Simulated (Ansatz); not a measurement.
`NBCl` + HCl → `ClBCl` + NH₃ at 298.15 K and 1 bar (ligand exchange at a B–N bond).

Gas-phase electronic energies from Ansatz, PBE0-D4/def2-TZVP geometries. CCSD(T)/CBS adds triple-zeta CCSD(T) − MP2 to the extrapolated MP2 energy (def2 sets, frozen cores). This one scheme is used for every species. Each species was taken in one conformer, which may not be the lowest.

| species | CCSD(T)/CBS energy (Eh) | H − E (kJ/mol) | S (J/(mol·K)) |
| --- | --- | --- | --- |
| `NBCl` | -541.16722 | 121.1 | 268.2 |
| HCl | -460.38127 | 26.6 | 186.8 |
| `ClBCl` | -945.02167 | 50.8 | 268.0 |
| NH₃ | -56.50880 | 100.5 | 192.4 |

H − E and S are ideal-gas, rigid-rotor, harmonic terms from PBE0-D4/def2-TZVP, for one conformer and one mirror image of each species. 1 Eh = 2625.50 kJ/mol, R = 8.31446 J/(mol·K).

**Question.** By hand: ΔE, ΔH, ΔS and ΔG.

**Answer.** ΔE = (-945.02167) + (-56.50880) − (-541.16722) − (-460.38127) = 0.01802 Eh = 47.3 kJ/mol. Δ(H − E) = 50.8 + 100.5 − 121.1 − 26.6 = 3.6, so ΔH = 50.9 kJ/mol. ΔS = 268.0 + 192.4 − 268.2 − 186.8 = 5.4 J/(mol·K). ΔG = 50.9 − 298.15 × (5.4)/1000 = 49.3 kJ/mol.

**Question.** By hand: the equilibrium constant, and the temperature at which ΔG would vanish if ΔH and ΔS stayed fixed.

**Answer.** log₁₀ K = −ΔG/(RT ln 10) = -8.6. ΔG = 0 at ΔH/ΔS = 9426 K, far beyond where these terms or the molecules hold.

The number of gas molecules stays the same, so ΔS is small and ΔH decides. A doubt of 5 kJ/mol in ΔE shifts log₁₀ K by 0.9 here. Other conformers and mirror images would add mixing entropy, several J/(mol·K) or more a flexible species. These are equilibria of isolated gas molecules and say nothing of rates. Largest T1 diagnostic: 0.012 (customary marks: 0.02 for closed shells, 0.045 for open ones).
